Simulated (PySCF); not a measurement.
# Static response to an electric field

Compound: C3H4FP.
Atom-mapped SMILES: `[CH3:1][C@@H:2]([F:3])[C:4]#[P:5]` (hydrogens: H6, H7, H8 on C1; H9 on C2)

Cartesian coordinates in Å at the GFN2-xTB level; atoms count from 1:
```xyz
9
C3H4FP angstrom
C     -0.9665   -0.3980    0.0755
C      0.1948    0.5871   -0.0305
F      0.2548    1.3353    1.1426
C      1.4534   -0.0945   -0.2482
P      2.7994   -0.8409   -0.4393
H     -1.8901    0.1423    0.2681
H     -0.7856   -1.0932    0.8925
H     -1.0609   -0.9535   -0.8536
H      0.0143    1.3213   -0.8323
```

Level: B3LYP/def2-SVPD (PySCF), static field, nuclei fixed, core orbitals frozen in the response. The polarisability tensor in these axes (au):

```
x    80.82 -11.74  -5.19
y   -11.74  56.34   2.91
z    -5.19   2.91  49.93
```

Question: Give the principal values, the mean and the anisotropy Δα = √{½[(α1 − α2)² + (α2 − α3)² + (α1 − α3)²]}.

Answer: Principal values 48.78, 51.82 and 86.50 au; mean 62.37 au = 9.24 Å³ = 10.28 × 10⁻⁴⁰ C²·m²/J; Δα = 36.29 au (58 % of the mean).

Question: What is the dipole moment, and where does it point?

Answer: (-0.85, -0.90, -1.40) D, 1.87 D in size, pointing from the negative to the positive side. Measured along this direction, the outermost atoms are F3 at the negative end and H8 at the positive end.

Question: Find the Langevin capture rate constant for NH4+ (18.034 u) meeting this molecule (90.003 u), k = 2.342 × 10⁻⁹ cm³/s × √(α in Å³ / reduced mass in u).

Answer: The reduced mass is 15.02 u, so k = 1.84 × 10⁻⁹ cm³/s. The formula leaves out the permanent dipole, which adds to the capture rate.

Question: In TDDFT the mean static polarisability is Σ f/ω² over all singlet excitations (ω in hartree). How much of it do the 8 lowest give? Their energies (eV) and oscillator strengths: 4.17, 0.0001; 4.64, 0.0007; 4.82, 0.0002; 6.63, 0.0112; 6.98, 0.0998; 7.03, 0.0159; 7.06, 0.2420; 7.22, 0.3012.

Answer: They add up to 9.84 au, 15.8 % of the 62.37 au; the largest single term is 4.27 au, from the state at 7.22 eV. Terms in order: 0.01, 0.02, 0.01, 0.19, 1.52, 0.24, 3.59, 4.27 au. Higher excitations give the rest. The strengths listed sum to 0.671.

Question: Refractivity n − 1 of an ideal gas of it at 500 K and 1 atm, from the electronic α?

Answer: N = p/kT = 1.4678 × 10¹⁹ cm⁻³, so n − 1 = 2π × N × 9.24 × 10⁻²⁴ cm³ = 852 × 10⁻⁶ at long wavelengths, for an ideal gas.

Question: Give the eigenvalues of the traceless quadrupole moment Θ = ½Σq(3rr − r²1), origin at the centre of nuclear charge.

Answer: -5.81, 0.90, 4.91 D·Å. The values depend on the origin, since the dipole doesn't vanish. The electronic extent ⟨r²⟩ about the same centre is 615 bohr², a root-mean-square distance of 1.93 Å for the 46 electrons.

Geometry: GFN2-xTB; no solvent, vibrations or thermal averaging.
